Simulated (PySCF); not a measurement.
A geometry optimisation, step by step.

Compound: H3O4P.
Bonds: O1–P2 (double), P2–O3, P2–O4, P2–O5. Hydrogens: H6 on O3; H7 on O4; H8 on O5.

Computed by this run: PBE0-D3(BJ)/def2-SVP geometry optimisation, gas phase (PySCF 2.14.0); density fitting, grid level 1; the optimiser is geomeTRIC in internal coordinates, started from a GFN2-xTB structure with every atom displaced at random (about 0.01 Å). The frame can shift and turn from step to step; on so coarse a grid that alone can change the energy by a few meV, and forces under 0.02 eV/Å are noise.

Step 0: E = -17506.8999 eV, largest atomic force 2.079 eV/Å
```
atom  x, y, z in Å  |  force x, y, z in eV/Å
O1      0.609   -0.250    1.626   -0.287   0.055  -0.060
P2      0.003   -0.110    0.289    1.416   0.171   0.190
O3     -0.562    1.347   -0.097    0.084   0.101   0.192
O4      1.069   -0.429   -0.905   -1.932   0.610  -0.466
O5     -1.234   -1.036   -0.036   -0.044  -0.416   0.627
H6     -0.166    1.998    0.502   -0.109  -0.029  -0.179
H7      1.885   -0.685   -0.521    1.456  -0.497   0.682
H8     -1.550   -0.854   -0.910   -0.584   0.007  -0.985
```

Step 1: E = -17506.9531 eV, largest atomic force 0.737 eV/Å
```
atom  x, y, z in Å  |  force x, y, z in eV/Å
O1      0.339   -0.151    1.718    0.129  -0.045   0.333
P2      0.019   -0.081    0.289   -0.659  -0.145  -0.296
O3     -0.381    1.376   -0.273    0.067  -0.110  -0.229
O4      1.172   -0.546   -0.722    0.546  -0.135  -0.050
O5     -1.241   -0.975   -0.163    0.141   0.115  -0.045
H6     -0.338    2.030    0.430    0.018   0.141   0.179
H7      1.977   -0.831   -0.256   -0.400   0.150  -0.122
H8     -1.538   -0.834   -1.075    0.158   0.029   0.229
```

Step 2: E = -17506.9636 eV, largest atomic force 0.174 eV/Å
```
atom  x, y, z in Å  |  force x, y, z in eV/Å
O1      0.341   -0.163    1.716    0.027  -0.008   0.064
P2      0.009   -0.087    0.286   -0.165  -0.039  -0.016
O3     -0.377    1.374   -0.277   -0.022   0.008  -0.011
O4      1.169   -0.540   -0.729    0.132  -0.047  -0.103
O5     -1.244   -0.983   -0.161    0.075   0.075   0.059
H6     -0.325    2.029    0.431   -0.006  -0.008   0.011
H7      1.960   -0.815   -0.248   -0.049   0.011   0.016
H8     -1.525   -0.829   -1.071    0.008   0.008  -0.021
```

Step 3: E = -17506.9646 eV, largest atomic force 0.053 eV/Å
```
atom  x, y, z in Å  |  force x, y, z in eV/Å
O1      0.347   -0.166    1.714    0.013   0.002  -0.021
P2      0.010   -0.087    0.284   -0.026  -0.009   0.037
O3     -0.380    1.374   -0.275    0.009   0.017   0.010
O4      1.171   -0.541   -0.735   -0.020   0.020  -0.045
O5     -1.243   -0.979   -0.160    0.008   0.002   0.015
H6     -0.331    2.026    0.436   -0.004  -0.011  -0.006
H7      1.955   -0.817   -0.245    0.029  -0.016   0.034
H8     -1.520   -0.822   -1.071   -0.011  -0.004  -0.025
```

Step 4: E = -17506.9648 eV, largest atomic force 0.026 eV/Å
```
atom  x, y, z in Å  |  force x, y, z in eV/Å
O1      0.351   -0.169    1.712   -0.002  -0.001  -0.015
P2      0.009   -0.087    0.283    0.018   0.003   0.013
O3     -0.380    1.376   -0.273    0.002   0.000   0.006
O4      1.171   -0.538   -0.738   -0.016   0.015  -0.013
O5     -1.243   -0.979   -0.162   -0.009   0.001  -0.001
H6     -0.332    2.025    0.440   -0.003  -0.002   0.001
H7      1.953   -0.818   -0.244    0.012  -0.010   0.011
H8     -1.521   -0.823   -1.073   -0.002  -0.006  -0.003
```

**Question.** Summarise the path.

**Answer.** The energy falls by 0.0649 eV from step 0 to step 4; nine tenths of that is first reached at step 2. It falls at every step. The largest force goes from 2.079 to 0.026 eV/Å. Among the bonds O4–H7 changes most, from 0.937 to 0.965 Å; the atoms move by 0.089 Å rms after alignment.

**Question.** Follow the three bonds and two angles with the largest change from start to end.

**Answer.** 
```csv
step,E above end (eV),largest force (eV/Å),O4–H7 (Å),P2–O5 (Å),P2–O4 (Å),P2–O5–H8 (°),O1–P2–O4 (°)
0,0.0649,2.079,0.937,1.579,1.632,109.7,112.1
1,0.0117,0.737,0.973,1.610,1.602,115.0,116.4
2,0.0012,0.174,0.966,1.604,1.607,113.7,115.9
3,0.0002,0.053,0.965,1.600,1.610,113.4,115.8
4,0.0000,0.026,0.965,1.600,1.611,113.5,115.6
```

What follows is the cost of the whole optimisation. On one thread, Arm Neoverse V1 (aarch64), shared host with 64 logical CPUs at a one-minute load of 43, this took 12 s and 0.38 GiB of memory at its peak.
